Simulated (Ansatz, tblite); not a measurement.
Adding an electron: Li₂S⁺. Charge 1, multiplicity 2. Geometry: r2SCAN-D4/def2-TZVP. Ansatz, gas phase; energy differences of separate SCF runs; the reduced species is a singlet (the triplet lies 2.01 eV higher at PBE0-D4/def2-TZVP).

```csv
atom,x (Å),y (Å),z (Å)
Li1,-0.428,-0.060,2.216
Li2,0.428,0.060,-2.216
S3,0.000,0.000,0.000
```

The xTB rows come from tblite. The structure comes from a short search, and lower isomers may exist.

| level | −HOMO (eV) | −LUMO (eV) | vertical EA (eV) | HOMO–LUMO gap (eV) |
| --- | --- | --- | --- | --- |
| GFN1-xTB | – | – | 12.63 | – |
| GFN2-xTB | – | – | 11.18 | – |
| PBE-D4/def2-TZVP | 9.70 | 9.33 | 6.16 | 0.38 |
| r2SCAN-D4/def2-TZVP | 9.88 | 8.79 | 6.02 | 1.09 |
| PBE0-D4/def2-TZVP | 10.86 | 8.06 | 6.02 | 2.80 |

  HOMO and LUMO are the levels of the spin that leaves or enters (xTB has no such levels and no spin-polarisation term). Other spin states of the ions may lie lower, which would lower the ionisation energy or raise the affinity. Raw xTB energy differences between charge states are shifted by several eV; the methods need an empirical correction for them.
